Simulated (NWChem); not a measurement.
# Polarisability of H2Si

```
Si
H 1 1.5340
H 1 1.5340 2 91.22
```
Charge 0, spin multiplicity 1.

The numbers come from NWChem runs, not from measurements. All single points use one geometry, from PBE0/def2-SVP, a minimum by its harmonic frequencies.

Basis set: def2-SVPD. Static limit.

The correlated methods keep 5 core orbitals frozen. B3LYP has NWChem's definition, with VWN1-RPA local correlation. The structure started from a generated list of species. Coupled-cluster values serve here as a point of comparison, not as the truth.

**Question.** Order these methods by the isotropic polarisability they give, lowest first: HF, PBE, B3LYP, CCSD linear response.

**Answer.** CCSD linear response (33.97 bohr³), HF (34.37 bohr³), B3LYP (34.84 bohr³), PBE (35.49 bohr³)
